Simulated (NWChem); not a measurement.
methane (CH4); SMILES C

```xyz
5

C      0.0000     0.0000     0.0000
H     -0.8540    -0.2418    -0.6465
H      0.8689     0.2544    -0.6213
H     -0.2557     0.8552     0.6396
H      0.2407    -0.8678     0.6282
```
Atoms are numbered in this order, from 1.

The geometry was optimised at PBE0/def2-SVP.

 States above −ε(HOMO) = 10.9 eV lie in this functional's continuum and hang on the basis.

Problem. List the 4 lowest vertical singlet excitations from PBE0/def2-SVPD, full TDDFT (NWChem).

Solution. 
```tsv
state	energy (eV)	oscillator strength	leading excitation (squared amplitude)
S1	10.51	0.137	HOMO → LUMO (1.00)
S2	10.51	0.137	HOMO−1 → LUMO (1.00)
S3	10.51	0.137	HOMO−2 → LUMO (1.00)
S4	12.81	0.000	HOMO−1 → LUMO+1 (0.35)
```
